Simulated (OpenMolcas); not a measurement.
# AlO (oxoaluminum): methods side by side

AlO: 2 atoms, total charge 0, spin state doublet. SMILES: `[O]=[Al]`. Geometry: a GFN2-xTB relaxation, a rough one for these elements and not checked as a minimum.

```xyz
2

O     0.0000    0.0000    0.0000
Al    0.0000    0.0000    1.5700
```

Each level gives the energy change with the O1–Al2 bond stretched from 1.570 to 2.355 Å (eV). The values are calculated.

```csv
level,kind,program,value (eV),less FCI/STO-3G,CPU time (all runs)
UHF/STO-3G,Hartree–Fock,OpenMolcas,1.52,-0.97,3.2 s
USVWN5/STO-3G,LDA,OpenMolcas,3.05,+0.56,6.8 s
UPBE/STO-3G,GGA,OpenMolcas,2.56,+0.07,7.5 s
U-r2SCAN/STO-3G,meta-GGA,OpenMolcas,2.53,+0.04,13 s
UPBE0/STO-3G,global hybrid,OpenMolcas,2.41,-0.08,7.6 s
"CASPT2(3,3)/STO-3G",multireference,OpenMolcas,1.78,-0.71,3.4 s
"MRCI(3,3)/STO-3G",multireference,OpenMolcas,1.44,-1.05,3.6 s
ROCCSD(T)/STO-3G,coupled cluster or CI,OpenMolcas,2.46,-0.03,5.5 s
FCI/STO-3G,exact in the basis,OpenMolcas,2.49,0.00,4 s
```

FCI/STO-3G is exact within its basis and frozen core, so for wave-function methods in that basis the difference is their error; functionals converge differently with the basis, so for them it is only a difference. The first shape isn't each level's own minimum. The values span 1.44 to 3.05 eV. Spin contamination of the reference (⟨S²⟩ at least 0.1 too high) touches UHF/STO-3G. All rows use very small basis sets, so even the best lies far from the true value. Times are those of the runs behind each value, whatever else they computed, on shared processors of several kinds: orders of magnitude only.
